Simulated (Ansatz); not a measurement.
# SiH3+ (singlet): wave-function methods side by side at distance Si1–H3 = 1.839 Å, cc-pVDZ

One table from this session's results is given with a row withheld; the runs are named, their logs left out.

The runs use Ansatz 0.2.0, Gaussian basis; cc-pVDZ, core rule «outside noble gas», up to 5 orbitals frozen.

To be run: UHF; CCSD(T) on RHF; BCCD(T) on RHF; CISD; CCSDT(Q) on RHF; CCSDTQ on RHF; CASSCF and MRCISD+Q, 2 electrons in 2 orbitals; CASSCF and NEVPT2, 2 electrons in 2 orbitals; CASSCF and MRCISD+Q, 6 electrons in 7 orbitals; CASSCF and NEVPT2, 6 electrons in 7 orbitals; Full CI.

26 further runs of the same task are left out: 6 for a known fault of the program, 1 for a mislabelled method, 15 that didn't finish, 4 set aside as unsound or not needed.

**What is computed**

The geometry derives from a PBE0/def2-TZVP stationary point (not a proven minimum). One bond is set to the value named and the two fragments are kept rigid.

4 atoms, charge 1, spin multiplicity 1.

Atoms are counted from 1 here; the program's logs count them from 0.

Bond lengths: Si1–H2 1.472 Å, Si1–H4 1.472 Å. Angles: H2–Si1–H4 120.0°.

Set-up of the first run:

Input file in.yaml:

```yaml
crystal:
  periodic: [false, false, false]
  atoms:
    - {symbol: Si, position_ang: [0.006044, -0.010239, 0.000023]}
    - {symbol: H, position_ang: [1.477987, 0.003989, -0.000073]}
    - {symbol: H, position_ang: [-0.928807, 1.573415, -0.003606]}
    - {symbol: H, position_ang: [-0.717605, -1.292090, 0.003024]}
basis:
  gaussian: {orbitals: cc-pVDZ}
total_charge: 1
magnetization: {spin_polarized: true, initial_magnetization: 0}
hamiltonian: {xc: hf}
output: {orbitals: {seedname: orbitals}}
```

Command:

```console
$ ansatz run in.yaml --threads 1 --pin off --events-out ev --progress --plain --max-ram 2393MiB
```

Steps of the session up to this table: UHF; CCSD(T) on RHF; BCCD(T) on RHF; CISD; CCSDT(Q) on RHF; CCSDTQ on RHF; CASSCF and MRCISD+Q, 2 electrons in 2 orbitals; CASSCF and NEVPT2, 2 electrons in 2 orbitals; CASSCF and MRCISD+Q, 6 electrons in 7 orbitals; CASSCF and NEVPT2, 6 electrons in 7 orbitals; Full CI.

One table of the session follows, with a row left open; its other results are not shown here.

```
          method  from FCI (kcal/mol)
             RHF               +72.66
            RMP2               +18.60
            CISD                +4.37
           RCCSD                +1.67
        RCCSD(T)                +0.44
         BCCD(T)                +0.43
          RCCSDT                +0.05
       RCCSDT(Q)                +0.01
         RCCSDTQ                 0.00
     CASSCF pair               +58.21
     NEVPT2 pair               +15.76
     MRCISD pair                +2.66
   MRCISD+Q pair                -0.35
  CASSCF valence                    ?
  NEVPT2 valence               +12.42
  MRCISD valence                +1.35
MRCISD+Q valence                +0.26
             FCI                    0
```

**Question.** Estimate the row for CASSCF valence.

As computed: from FCI (kcal/mol): +36.07. In the column «from FCI (kcal/mol)» it lies between RMP2 (+18.60) and CASSCF pair (+58.21).

To keep in mind: MRCISD+Q pair falls below full CI: the +Q correction isn't variational, and the cores differ from full CI's.
